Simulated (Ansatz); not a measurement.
# CH5OSi: the cost of one run

All numbers below are computed with Ansatz 0.2.0 (UKS B3LYP/STO-3G).

1 further run of the same task is left out (it didn't finish).

### Step 1. The structure to begin with

Bond lengths: C1–O2 1.407 Å, O2–Si3 1.648 Å, C1–H4 1.141 Å, C1–H5 1.042 Å, C1–H6 1.164 Å, Si3–H7 1.496 Å, Si3–H8 1.538 Å. Angles: C1–O2–Si3 116.7°, O2–C1–H4 113.5°, O2–C1–H5 115.3°, O2–C1–H6 106.2°, H4–C1–H5 109.1°, H4–C1–H6 104.8°, H5–C1–H6 107.3°, O2–Si3–H7 109.7°, O2–Si3–H8 108.0°, H7–Si3–H8 103.7°.

Structure file:

```xyz
8

C    -0.2990    0.8959    0.3206
O    -0.9386   -0.3334    0.0782
Si    0.0143   -1.5735   -0.4422
H     0.1688    1.3568   -0.6123
H     0.4075    0.8859    1.0861
H    -1.1368    1.6422    0.6320
H     0.7249   -1.1710   -1.6952
H     1.1511   -1.7600    0.5770
```

### Step 2. Preparing the start

The input, input.yaml:

```yaml
crystal:
  periodic: [false, false, false]
  atoms:
    - { symbol: C, position_ang: [-0.299, 0.8959, 0.3206] }
    - { symbol: O, position_ang: [-0.9386, -0.3334, 0.0782] }
    - { symbol: Si, position_ang: [0.0143, -1.5735, -0.4422] }
    - { symbol: H, position_ang: [0.1688, 1.3568, -0.6123] }
    - { symbol: H, position_ang: [0.4075, 0.8859, 1.0861] }
    - { symbol: H, position_ang: [-1.1368, 1.6422, 0.632] }
    - { symbol: H, position_ang: [0.7249, -1.171, -1.6952] }
    - { symbol: H, position_ang: [1.1511, -1.76, 0.577] }
magnetization:
  spin_polarized: true
  initial_magnetization: 1
basis:
  gaussian: { orbitals: STO-3G }
hamiltonian:
  xc: b3lyp
relax:
  f_tol: 0.02
  max_steps: 40
```

The run is started by

```
$ ansatz run input.yaml --threads 1 --pin off --max-ram 2048MiB --backend cpu --events-out ev --progress --plain --runs-dir out
```

Q: Estimate wall time and peak memory on 1 thread of Arm Neoverse V2, shared host.

About 37 s, with a peak of 0.12 GiB.
